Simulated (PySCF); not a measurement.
A species of formula C2H2F2S has this rotational fingerprint, computed with PySCF, PBE0-D3(BJ)/def2-SVP geometry optimisation, gas phase:

- Rotational constants: A = 5095, B = 4487, C = 2790 MHz
- Dipole components: |μa| = 0.52 D, |μb| = 0.00 D, |μc| = 2.42 D
- Inertial defect: -30.69 u·Å²
- κ: 0.47

**Question.** Which candidate fits, each taken in the one conformer that was computed?
A. `FC1(F)CS1`
B. `F[C@@H]1S[C@@H]1F`
C. `[F:1][CH:2]([F:3])[CH:4]=[S:5]` with F1–C2–C4–S5 -122°

**Answer.** B. It is F[C@@H]1S[C@@H]1F, an asymmetric top, point group Cs. The candidates at the same level (rigid rotor, commonest isotopes):

```json
{"SMILES": "FC1(F)CS1", "A (MHz)": "6511", "B (MHz)": "3572", "C (MHz)": "3237", "μa (D)": "0.51", "μb (D)": "0.00", "μc (D)": "1.80", "Δ (u·Å²)": "-62.98", "point group": "Cs", "rotor": "asymmetric top"}
{"SMILES": "FC(F)C=S", "A (MHz)": "9286", "B (MHz)": "2206", "C (MHz)": "1907", "μa (D)": "0.31", "μb (D)": "0.00", "μc (D)": "0.05", "Δ (u·Å²)": "-18.42", "point group": "Cs", "rotor": "near-prolate asymmetric top"}
{"SMILES": "F[C@@H]1S[C@@H]1F", "A (MHz)": "5095", "B (MHz)": "4487", "C (MHz)": "2790", "μa (D)": "0.52", "μb (D)": "0.00", "μc (D)": "2.42", "Δ (u·Å²)": "-30.69", "point group": "Cs", "rotor": "asymmetric top"}
```

`FC(F)C=S` has A 82 % too high; `FC1(F)CS1` has A 28 % too high. In the right answer the mirror of this Cs structure is the ac plane, so μb vanishes by symmetry. No structure here is proved a minimum.
